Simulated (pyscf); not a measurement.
Structures and frequencies: ωB97X-D3(BJ)/def2-SVP in PySCF.

Q: What is the homolytic dissociation enthalpy (298 K, ωB97M-D3(BJ)/def2-TZVP) of the N–Re bond of H₂N–ReH(F)(F)(F)(F)–F, to NH₂• + [F–ReH(F)(F)(F)–F]•?

A: N–Re to NH₂• + [F–ReH(F)(F)(F)–F]•: 45.0 kcal/mol. The 7 functionals that were run give +44.1 (M06-2X) to +56.9 kcal/mol (PBE). The radicals are drawn with the spin at the cut bond; how far it spreads was not checked. Open-shell species with a d-block atom are single-reference here; other states, and whether the spin sits on metal or ligand, were not checked. Elements past Kr carry the def2 core potentials, without spin-orbit coupling.
